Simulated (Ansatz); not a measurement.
Energy needed to pull apart P$_{2}$H$_{4}$ (SMILES PP), closed shell, into free ground-state atoms, from the structure below (displaced at random from a GFN2-xTB minimum); no zero-point or spin–orbit terms; open-shell atoms are treated unrestricted, in their ground-state multiplicity.

```
atom    x (Å)    y (Å)    z (Å)
  P1   0.3672  -1.0016  -0.0637
  P2  -0.3413   1.0257   0.0635
  H3  -0.5020  -1.4512   0.8906
  H4  -0.5162  -1.3376  -1.0533
  H5   0.5151   1.4614  -0.9157
  H6   0.5959   1.3240   1.0679
```

Program: Ansatz 0.2.0. Basis: def2-TZVPP. Cores are frozen in the correlated methods.

| method | atomization energy (kcal/mol) |
| --- | --- |
| PBE-D4 | 368.9 |
| r2SCAN-D4 | 366.2 |
| PBE0-D4 | 364.8 |
| r2SCANh-D4 | ? |
| BHLYP-D4 | 365.2 |
| wB97M-V | ? |
| HF | 246.6 |
| MP2 | 343.6 |
| CCSD | 348.1 |
| CCSD(T) | 352.9 |

(1) What does wB97M-V give? (An estimate is asked for; the value comes from the calculation.)

(2) What does r2SCANh-D4 give? (An estimate is asked for; the value comes from the calculation.)

No T1 diagnostic of these runs exceeds 0.014.

Results:

(1) Computed: 375.0 kcal/mol, which is about 22.1 kcal/mol more than CCSD(T)/def2-TZVPP.

(2) By the calculation: 364.7 kcal/mol, which is about 11.8 kcal/mol more than CCSD(T)/def2-TZVPP.

In triple zeta the MP2 and coupled-cluster atomization energies are still short of their basis limit by a few kcal/mol a bond, whereas those of the functionals are nearly converged, so these differences are not deviations from converged CCSD(T).

For scale, one of the runs: CCSD(T)/def2-TZVPP forces, 140 basis functions (an equivalent command: `ansatz run in.yaml --threads 4`). Time: 20 s of wall clock on 4 CPU threads; the host was shared. Peak host memory: 1.3 GiB.
